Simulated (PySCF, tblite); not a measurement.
**chloroethane (C₂H₅Cl): dynamics, then NMR shifts on frames**

Aim: move chloroethane (C₂H₅Cl) (`CCCl`) away from its starting geometry and see how NMR shifts follow the geometry.

Computed with tblite 0.8.0 and PySCF 2.14.0, with density-fitted response routines of our own, on a single molecule in the gas phase. Atoms are numbered from 0 throughout.

## (1) The starting structure

8 atoms, charge 0, multiplicity 1; geometry from: GFN2-xTB.

Bonds of the start (Å): C0–C1 1.51, C1–Cl2 1.79, C0–H3 1.09, C0–H4 1.09, C0–H5 1.09, C1–H6 1.09, C1–H7 1.09.

## (2) A short Langevin run with GFN2-xTB

Job settings and geometry (Å):

```
{"job": {"kind": "md", "xc": "GFN2-xTB", "basis": "xTB", "temperature": 600, "steps": 2000, "every": 50, "frames": 5}, "charge": 0, "multiplicity": 1}
C     -0.796986     0.041376    -0.042231
C      0.699432    -0.191177    -0.016036
Cl     1.559180     1.295443     0.483938
H     -1.156363     0.328988     0.942472
H     -1.051153     0.828643    -0.747576
H     -1.298248    -0.875567    -0.345049
H      1.081254    -0.454223    -1.002315
H      0.971943    -0.964070     0.702232
```

Level: GFN2-xTB Langevin dynamics, gas phase.

The run is started by

```bash
$ OMP_NUM_THREADS=1 python probes_run.py task.json out
```

This one command runs all jobs of the session in turn.

The log of the run:

```text
t/fs     T/K      E/eV
    0.0   468.1   -309.61241
   25.0   189.2   -309.25865
   50.0   574.3   -309.38569
   75.0   290.9   -309.12184
  100.0   628.3   -309.29974
  125.0   383.9   -309.32200
  150.0   377.9   -309.35864
  175.0   404.3   -309.24033
  200.0   575.3   -309.19705
  225.0   370.3   -308.89888
  250.0   757.0   -309.11319
  275.0   744.7   -309.34611
  300.0   958.4   -309.44673
  325.0   616.9   -308.98285
  350.0   583.4   -309.09621
  375.0   399.4   -309.20460
  400.0   484.3   -309.06460
  425.0   906.0   -309.05382
  450.0   847.6   -309.14989
  475.0   691.7   -309.03192
  500.0   538.3   -309.04288
  525.0   506.0   -309.02601
  550.0   578.0   -309.25148
  575.0   512.9   -309.36110
  600.0   332.2   -309.23573
  625.0   479.4   -309.27732
  650.0   357.9   -309.22966
  675.0   384.9   -309.36323
  700.0   325.5   -309.13112
  725.0   523.0   -309.41956
  750.0   384.1   -309.25178
  775.0   512.2   -309.24861
  800.0   443.1   -309.24308
  825.0   449.2   -309.32232
  850.0   650.8   -309.32939
  875.0   609.7   -309.21433
  900.0   499.9   -309.09135
  925.0   704.7   -309.14720
  950.0   665.5   -309.32774
  975.0   534.8   -309.21630
 1000.0   577.1   -309.41457
```

It took 4.8 s on 1 thread of Arm Neoverse V1, shared host; peak memory 0.18 GiB.

Distance from the start (root mean square after alignment): 0 fs 0.00 Å, 200 fs 0.11 Å, 400 fs 0.27 Å, 600 fs 0.14 Å, 800 fs 0.13 Å, 1000 fs 0.09 Å.

Positions (Å) and forces (eV/Å) at 1000 fs:

```xyz
8

C    -1.079   -0.473    0.457    0.727    0.548    0.414
C    -0.341   -0.139   -0.821    0.290   -0.578   -0.677
Cl   -1.130    1.181   -1.747   -0.198   -0.145    0.059
H    -1.280    0.498    0.985    0.300   -1.205   -0.021
H    -2.011   -0.921    0.184   -0.574   -0.286    0.176
H    -0.449   -1.216    1.036   -0.844    1.107   -0.409
H    -0.354   -1.055   -1.502    0.490    1.236    0.736
H     0.648    0.296   -0.597   -0.191   -0.677   -0.279
```

## (3) Nuclear shieldings: 250 fs, PBE0/pcSseg-1

Job settings and geometry (Å):

```
{"job": {"kind": "nmr", "xc": "PBE0", "basis": "pcSseg-1", "pop": false}, "charge": 0, "multiplicity": 1}
C     -0.740700    -0.110000     0.088800
C      0.547000    -0.541200    -0.595000
Cl     1.972800     0.527400    -0.183600
H     -0.639800     0.151900     1.113700
H     -0.966600     0.797800    -0.498400
H     -1.422600    -0.993400     0.269100
H      0.542500    -0.440800    -1.647300
H      0.849300    -1.579600    -0.298800
```

Method: GIAO PBE0/pcSseg-1 NMR shielding, non-relativistic, gas phase.

The log of the run:

```text
coarse grid: 6896 points
cycle   1  E = -539.0875223346  dE =  5.401e-02  |g| = 2.609e-01  |ddm| = 2.236e+00
cycle   2  E = -539.0893328992  dE = -1.811e-03  |g| = 2.707e-01  |ddm| = 5.423e-01
cycle   3  E = -539.1069636624  dE = -1.763e-02  |g| = 3.061e-02  |ddm| = 2.501e-01
cycle   4  E = -539.1071303073  dE = -1.666e-04  |g| = 1.584e-02  |ddm| = 3.276e-02
cycle   5  E = -539.1071899174  dE = -5.961e-05  |g| = 3.070e-03  |ddm| = 1.332e-02
cycle   6  E = -539.1071922208  dE = -2.303e-06  |g| = 1.084e-03  |ddm| = 3.992e-03
final grid: 61024 points
cycle   7  E = -539.1243710374  dE = -1.605e-05  |g| = 6.366e-03  |ddm| = 1.367e-02
cycle   8  E = -539.1243657451  dE =  5.292e-06  |g| = 7.661e-03  |ddm| = 1.011e-02
cycle   9  E = -539.1243807414  dE = -1.500e-05  |g| = 8.138e-04  |ddm| = 6.059e-03
cycle  10  E = -539.1243808686  dE = -1.271e-07  |g| = 1.678e-04  |ddm| = 8.934e-04
cycle  11  E = -539.1243808753  dE = -6.674e-09  |g| = 3.367e-05  |ddm| = 1.421e-04
cycle  12  E = -539.1243808755  dE = -2.588e-10  |g| = 7.525e-06  |ddm| = 3.349e-05
converged SCF energy = -539.1243808755

GIAO shielding tensors (ppm)
atom      isotropic    diamagn.    paramagn.     s11        s22        s33       span
  0 C      166.475     247.989     -81.514    134.170    166.665    198.591     64.421
  1 C      135.142     245.774    -110.632     96.237    137.747    171.443     75.206
  2 Cl     821.062    1146.503    -325.441    598.845    772.478   1091.862    493.017
  3 H       30.723      30.652       0.071     26.629     30.202     35.336      8.707
  4 H       28.887      28.455       0.432     24.116     27.662     34.884     10.768
  5 H       28.674      27.734       0.940     24.272     26.031     35.719     11.447
  6 H       28.264      29.900      -1.637     22.048     27.924     34.818     12.770
  7 H       27.355      27.974      -0.619     21.091     27.424     33.549     12.458
```

Run time: 4.6 s. Hardware: 1 thread of Arm Neoverse V1, shared host; peak memory 0.37 GiB.

Shifts follow as δ = σ(reference) − σ, with reference shieldings (ppm) from runs at the same level and on the same kind of geometry: ¹H TMS 31.72, ¹³C TMS 186.9, ³⁵Cl HCl 950. The references are single molecules in the gas phase. Each atom is listed at this fixed geometry, with no averaging over motion; a spectrum would average atoms that exchange fast.

```tsv
atoms	environment	σ (ppm)	δ (ppm)
C1	sp3 CH2 bonded to Cl	135.1	51.8
C0	methyl carbon	166.5	20.4
H7	hydrogen on an sp3 CH2 bonded to Cl	27.35	4.36
H6	hydrogen on an sp3 CH2 bonded to Cl	28.26	3.45
H5	hydrogen on a methyl carbon	28.67	3.04
H4	hydrogen on a methyl carbon	28.89	2.83
H3	hydrogen on a methyl carbon	30.72	0.99
Cl2	chlorine bonded to C	821	129
```

Orbitals, density, ELF and potential are computed afterwards from the orbital file.

Frontier orbitals at PBE0/pcSseg-1, with the share of their density that lies nearest to each atom:

```tsv
orbital	energy (eV)	lies on
HOMO	-8.30	Cl2 81 %; H7 8 %
LUMO	0.70	Cl2 40 %; C1 29 %; H6, H7 about 9 % each
```

ELF in a plane through or near 3 of the atoms.

Ten even steps from ' ' (0.00) to '@' (1.00):
```
                                                        
                                                        
                                                        
                                                        
                  ::--==::..      ..----..              
                ..++**##++::    ..**%%%%**::            
                ..**%%%%##==  ..**@@@@@@@@%%--          
                ..++##%%##==::--%%@@@@@@@@@@++          
                ..++**==::==**++%%@@@@@@@@%%==          
      ..::::::....==--======@@==..==%%%%##==..          
      ==++**##**++****--==####..##::==--..              
    ..++##%%%%%%######++----==++******::..              
    ..++##%%@@%%++**##++::  ::==****++::                
    ..==**%%@@%%##%%%%##--    ..::::::                  
      ::==**%%%%@@@@%%##==..                            
      ..::==**##%%%%%%**==..                            
          ..--==++**++==::                              
              ....::::..                                
                                                        
                                                        
```
The map spans 8.7 Å across and 7.5 Å up, centred on the molecule. Atoms in the plane (x, y in Å): C0 (0.8, -0.1), C1 (-0.6, 0.3), H5 (1.5, 0.8).

On the surface of density 0.002 e/bohr³ the electrostatic potential runs, from the 1st to the 99th percentile, from -0.85 V near Cl2 to 1.08 V near H5.

## (4) Shielding tensors: 425 fs, PBE0/pcSseg-1

Job settings and geometry (Å):

```
{"job": {"kind": "nmr", "xc": "PBE0", "basis": "pcSseg-1", "pop": false}, "charge": 0, "multiplicity": 1}
C     -0.670500    -0.391400     0.026400
C      0.427200    -0.895100    -0.933400
Cl     1.685100     0.421100    -0.903900
H     -0.231000    -0.148500     0.909300
H     -1.077400     0.528800    -0.487000
H     -1.418100    -1.237200     0.079600
H     -0.114900    -0.798400    -1.943100
H      0.857300    -1.957500    -0.760500
```

With the program's defaults for keys left out, this is: GIAO PBE0/pcSseg-1 NMR shielding, non-relativistic, gas phase.

The log of the run:

```text
coarse grid: 6896 points
cycle   1  E = -539.0816279222  dE =  5.155e-03  |g| = 2.810e-01  |ddm| = 2.213e+00
cycle   2  E = -539.0797046175  dE =  1.923e-03  |g| = 3.149e-01  |ddm| = 5.741e-01
cycle   3  E = -539.1038250700  dE = -2.412e-02  |g| = 3.595e-02  |ddm| = 2.802e-01
cycle   4  E = -539.1040744998  dE = -2.494e-04  |g| = 1.768e-02  |ddm| = 3.808e-02
cycle   5  E = -539.1041504251  dE = -7.593e-05  |g| = 3.217e-03  |ddm| = 1.475e-02
cycle   6  E = -539.1041530108  dE = -2.586e-06  |g| = 1.039e-03  |ddm| = 4.296e-03
final grid: 61024 points
cycle   7  E = -539.1212732524  dE = -1.405e-05  |g| = 5.547e-03  |ddm| = 1.303e-02
cycle   8  E = -539.1212698797  dE =  3.373e-06  |g| = 6.446e-03  |ddm| = 8.682e-03
cycle   9  E = -539.1212804730  dE = -1.059e-05  |g| = 7.441e-04  |ddm| = 5.041e-03
cycle  10  E = -539.1212805758  dE = -1.029e-07  |g| = 1.820e-04  |ddm| = 7.705e-04
cycle  11  E = -539.1212805840  dE = -8.174e-09  |g| = 2.780e-05  |ddm| = 1.486e-04
cycle  12  E = -539.1212805842  dE = -1.780e-10  |g| = 7.215e-06  |ddm| = 3.237e-05
converged SCF energy = -539.1212805842

GIAO shielding tensors (ppm)
atom      isotropic    diamagn.    paramagn.     s11        s22        s33       span
  0 C      155.536     248.339     -92.803    136.976    150.418    179.215     42.238
  1 C      125.050     248.680    -123.629     99.985    114.660    160.505     60.521
  2 Cl     779.320    1146.670    -367.350    546.129    724.006   1067.824    521.694
  3 H       31.524      31.965      -0.441     27.878     30.918     35.776      7.897
  4 H       28.734      28.935      -0.201     25.107     27.674     33.421      8.314
  5 H       29.035      28.294       0.741     24.705     26.291     36.108     11.403
  6 H       26.321      27.746      -1.424     22.023     25.341     31.600      9.577
  7 H       26.526      26.892      -0.365     21.724     25.341     32.515     10.790
```

Wall time 2.7 s (1 thread of Arm Neoverse V1, shared host); peak memory 0.38 GiB.

In short: δ C1 61.9, C0 31.4, Cl2 170, H6 5.40, H7 5.19 ppm.

## (5) Shielding tensors: 625 fs, PBE0/pcSseg-1

Job settings and geometry (Å):

```
{"job": {"kind": "nmr", "xc": "PBE0", "basis": "pcSseg-1", "pop": false}, "charge": 0, "multiplicity": 1}
C     -0.933700    -0.103500    -0.098300
C      0.008500    -0.896000    -0.956600
Cl     1.021200     0.154100    -2.016700
H     -0.476900     0.590300     0.620700
H     -1.607200     0.412900    -0.749200
H     -1.710400    -0.785300     0.340900
H     -0.391500    -1.616700    -1.735400
H      0.795700    -1.472600    -0.382400
```

Method: GIAO PBE0/pcSseg-1 NMR shielding, non-relativistic, gas phase.

The log of the run:

```text
coarse grid: 6896 points
cycle   1  E = -539.0947903002  dE =  5.049e-02  |g| = 2.664e-01  |ddm| = 2.237e+00
cycle   2  E = -539.0962460628  dE = -1.456e-03  |g| = 2.799e-01  |ddm| = 5.605e-01
cycle   3  E = -539.1149985206  dE = -1.875e-02  |g| = 2.948e-02  |ddm| = 2.608e-01
cycle   4  E = -539.1151467994  dE = -1.483e-04  |g| = 1.630e-02  |ddm| = 3.230e-02
cycle   5  E = -539.1152103981  dE = -6.360e-05  |g| = 3.055e-03  |ddm| = 1.361e-02
cycle   6  E = -539.1152126663  dE = -2.268e-06  |g| = 1.037e-03  |ddm| = 3.963e-03
final grid: 61024 points
cycle   7  E = -539.1320528615  dE = -1.364e-05  |g| = 6.123e-03  |ddm| = 1.229e-02
cycle   8  E = -539.1320478520  dE =  5.009e-06  |g| = 7.391e-03  |ddm| = 9.599e-03
cycle   9  E = -539.1320617560  dE = -1.390e-05  |g| = 7.718e-04  |ddm| = 5.753e-03
cycle  10  E = -539.1320618659  dE = -1.099e-07  |g| = 1.766e-04  |ddm| = 8.100e-04
cycle  11  E = -539.1320618735  dE = -7.568e-09  |g| = 2.642e-05  |ddm| = 1.457e-04
cycle  12  E = -539.1320618736  dE = -1.565e-10  |g| = 6.501e-06  |ddm| = 2.975e-05
converged SCF energy = -539.1320618736

GIAO shielding tensors (ppm)
atom      isotropic    diamagn.    paramagn.     s11        s22        s33       span
  0 C      168.996     244.631     -75.635    149.412    166.620    190.957     41.545
  1 C      137.533     244.420    -106.887    107.290    138.869    166.440     59.150
  2 Cl     825.540    1146.324    -320.785    624.790    759.490   1092.340    467.549
  3 H       29.694      28.301       1.393     25.745     27.572     35.764     10.019
  4 H       30.519      29.144       1.375     26.482     29.229     35.845      9.363
  5 H       29.403      27.541       1.862     25.050     26.300     36.859     11.809
  6 H       26.638      26.878      -0.240     19.956     26.480     33.479     13.523
  7 H       26.950      27.726      -0.777     20.766     26.781     33.303     12.538
```

Wall time 2.7 s (1 thread of Arm Neoverse V1, shared host); peak memory 0.39 GiB.

Key values: δ C1 49.4, C0 17.9, Cl2 124, H6 5.08, H7 4.77 ppm.

## (6) Shielding tensors: 800 fs, PBE0/pcSseg-1

Job settings and geometry (Å):

```
{"job": {"kind": "nmr", "xc": "PBE0", "basis": "pcSseg-1", "pop": false}, "charge": 0, "multiplicity": 1}
C     -0.490700    -0.256400     0.469500
C      0.543000    -0.740400    -0.471400
Cl     0.355800     0.380200    -1.905800
H     -0.319600     0.759000     0.823600
H     -1.523700    -0.147300     0.031000
H     -0.618600    -1.086300     1.171900
H      0.345800    -1.799200    -0.832200
H      1.537200    -0.621900    -0.181800
```

Method: GIAO PBE0/pcSseg-1 NMR shielding, non-relativistic, gas phase.

The log of the run:

```text
coarse grid: 6896 points
cycle   1  E = -539.0907295940  dE =  9.456e-02  |g| = 2.681e-01  |ddm| = 2.246e+00
cycle   2  E = -539.0921737167  dE = -1.444e-03  |g| = 2.813e-01  |ddm| = 5.648e-01
cycle   3  E = -539.1113432941  dE = -1.917e-02  |g| = 2.793e-02  |ddm| = 2.627e-01
cycle   4  E = -539.1114730658  dE = -1.298e-04  |g| = 1.518e-02  |ddm| = 3.009e-02
cycle   5  E = -539.1115274760  dE = -5.441e-05  |g| = 3.282e-03  |ddm| = 1.294e-02
cycle   6  E = -539.1115301710  dE = -2.695e-06  |g| = 9.546e-04  |ddm| = 4.040e-03
final grid: 61024 points
cycle   7  E = -539.1282974143  dE = -1.610e-05  |g| = 6.216e-03  |ddm| = 1.316e-02
cycle   8  E = -539.1282923784  dE =  5.036e-06  |g| = 7.479e-03  |ddm| = 9.756e-03
cycle   9  E = -539.1283065507  dE = -1.417e-05  |g| = 7.882e-04  |ddm| = 5.820e-03
cycle  10  E = -539.1283066703  dE = -1.197e-07  |g| = 1.688e-04  |ddm| = 8.784e-04
cycle  11  E = -539.1283066772  dE = -6.869e-09  |g| = 2.952e-05  |ddm| = 1.492e-04
cycle  12  E = -539.1283066774  dE = -1.946e-10  |g| = 7.136e-06  |ddm| = 2.920e-05
converged SCF energy = -539.1283066774

GIAO shielding tensors (ppm)
atom      isotropic    diamagn.    paramagn.     s11        s22        s33       span
  0 C      162.511     247.385     -84.874    140.733    151.198    195.602     54.869
  1 C      136.929     247.080    -110.152    113.315    127.094    170.376     57.061
  2 Cl     770.052    1146.632    -376.580    490.569    740.061   1079.526    588.958
  3 H       29.580      29.205       0.376     26.181     27.710     34.850      8.669
  4 H       29.152      28.555       0.597     25.485     28.157     33.814      8.329
  5 H       29.711      28.902       0.809     24.567     26.842     37.724     13.157
  6 H       27.197      27.563      -0.367     22.232     26.076     33.282     11.050
  7 H       28.809      30.344      -1.534     23.838     27.761     34.829     10.991
```

Run time: 2.7 s. Hardware: 1 thread of Arm Neoverse V1, shared host; peak memory 0.39 GiB.

In short: δ C1 50.0, C0 24.4, Cl2 180, H6 4.52, H7 2.91 ppm.

## (7) NMR shieldings: 1000 fs, PBE0/pcSseg-1

Job settings and geometry (Å):

```
{"job": {"kind": "nmr", "xc": "PBE0", "basis": "pcSseg-1", "pop": false}, "charge": 0, "multiplicity": 1}
C     -1.078600    -0.473100     0.457200
C     -0.340500    -0.138900    -0.821000
Cl    -1.130300     1.180700    -1.747300
H     -1.279500     0.498100     0.984600
H     -2.010700    -0.921100     0.184500
H     -0.448700    -1.216400     1.036400
H     -0.353600    -1.054700    -1.502400
H      0.648500     0.295600    -0.596700
```

With the program's defaults for keys left out, this is: GIAO PBE0/pcSseg-1 NMR shielding, non-relativistic, gas phase.

The log of the run:

```text
coarse grid: 6896 points
cycle   1  E = -539.0998614054  dE =  3.577e-02  |g| = 2.580e-01  |ddm| = 2.229e+00
cycle   2  E = -539.1017542815  dE = -1.893e-03  |g| = 2.667e-01  |ddm| = 5.321e-01
cycle   3  E = -539.1188382713  dE = -1.708e-02  |g| = 2.846e-02  |ddm| = 2.431e-01
cycle   4  E = -539.1189831406  dE = -1.449e-04  |g| = 1.495e-02  |ddm| = 3.153e-02
cycle   5  E = -539.1190354290  dE = -5.229e-05  |g| = 2.979e-03  |ddm| = 1.238e-02
cycle   6  E = -539.1190375773  dE = -2.148e-06  |g| = 1.092e-03  |ddm| = 3.929e-03
final grid: 61024 points
cycle   7  E = -539.1361466506  dE = -1.481e-05  |g| = 6.163e-03  |ddm| = 1.274e-02
cycle   8  E = -539.1361417462  dE =  4.904e-06  |g| = 7.409e-03  |ddm| = 9.812e-03
cycle   9  E = -539.1361557741  dE = -1.403e-05  |g| = 7.611e-04  |ddm| = 5.783e-03
cycle  10  E = -539.1361558807  dE = -1.066e-07  |g| = 1.632e-04  |ddm| = 8.261e-04
cycle  11  E = -539.1361558871  dE = -6.340e-09  |g| = 3.113e-05  |ddm| = 1.367e-04
cycle  12  E = -539.1361558873  dE = -2.153e-10  |g| = 7.395e-06  |ddm| = 3.254e-05
converged SCF energy = -539.1361558873

GIAO shielding tensors (ppm)
atom      isotropic    diamagn.    paramagn.     s11        s22        s33       span
  0 C      158.976     247.901     -88.926    137.910    159.347    179.670     41.760
  1 C      133.304     246.397    -113.093     99.706    135.371    164.835     65.129
  2 Cl     826.009    1145.994    -319.985    628.959    767.865   1081.203    452.244
  3 H       29.193      28.387       0.806     25.284     28.254     34.041      8.756
  4 H       30.225      29.406       0.819     26.686     28.863     35.126      8.439
  5 H       29.039      28.431       0.609     24.875     26.261     35.982     11.106
  6 H       26.728      27.683      -0.955     20.931     26.497     32.756     11.825
  7 H       27.231      29.387      -2.156     20.862     27.126     33.705     12.843
```

Wall time 2.7 s (1 thread of Arm Neoverse V1, shared host); peak memory 0.39 GiB.

This run: δ C1 53.6, C0 27.9, Cl2 124, H6 4.99, H7 4.49 ppm.

## (8) Side by side: NMR shifts

Shifts (ppm) of some atoms, chosen among heavy atoms and hydrogens apart, with basis size and wall time:

```tsv
frame	C1	C0	H7	H6	H4	H3	Cl2	functions	time
250 fs	51.8	20.4	4.36	3.45	2.83	0.99	129	83	4.6 s
425 fs	61.9	31.4	5.19	5.40	2.98	0.19	170	83	2.7 s
625 fs	49.4	17.9	4.77	5.08	1.20	2.02	124	83	2.7 s
800 fs	50.0	24.4	2.91	4.52	2.56	2.14	180	83	2.7 s
1000 fs	53.6	27.9	4.49	4.99	1.49	2.52	124	83	2.7 s
```

## (9) Results

```
                                       quantity                             value
                                     thermostat                             600 K
                  mean temperature, second half                             503 K
        mean potential energy above the minimum                           0.37 eV
 ¹³C shifts against TMS (PBE0/pcSseg-1, 250 fs)                    51.8, 20.4 ppm
  ¹H shifts against TMS (PBE0/pcSseg-1, 250 fs)  4.36, 3.45, 3.04, 2.83, 0.99 ppm
³⁵Cl shifts against HCl (PBE0/pcSseg-1, 250 fs)                           129 ppm
          surface potential, 1st and 99th percentile                -0.85 V and 1.08 V
                      range of the shift of Cl2                    124 to 180 ppm
```

In words: In the second half the potential energy averages 0.37 eV above the minimum; equipartition over 18 harmonic modes at 600 K would give 0.47 eV. With 8 atoms the temperature swings widely (189 to 958 K). Shifts at one fixed geometry are not the observed spectrum, which averages over the motion. In the first frame run (250 fs): Shielding is most anisotropic at Cl2 (span 493 ppm, paramagnetic term -325 ppm). Across the 5 runs the shift of Cl2 moves most, between 124 (1000 fs) and 180 ppm (800 fs).
